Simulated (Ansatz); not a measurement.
Take V in the bcc (W type) structure (space group Im-3m, No. 229; a = 2.997 Å) as the base.

Levels (all Ansatz, a quantum-chemistry and plane-wave program, PAW, earlier PAW set): PBE (420 eV, spin-orbit coupling left out); r2SCAN (500 eV, spin-orbit coupling left out).

Levels that relaxed their own cell: PBE and r2SCAN.

```csv
level,lattice parameter a
PBE,2.997 Å
r2SCAN,2.985 Å
```

Measured: lattice parameter a 3.021 Å (static lattice; corrected from measurement; as listed in Daniel Mejia-Rodriguez, S. B. Trickey, Phys. Rev. B (2018)).

Computed minus measured — lattice parameter a: PBE -0.8 %, r2SCAN -1.2 % (closest: PBE).

No phonon test of stability was made. Starting moments died away, wholly or in part, for Cr → V; another magnetic solution may exist. The final runs are not spin-polarised.
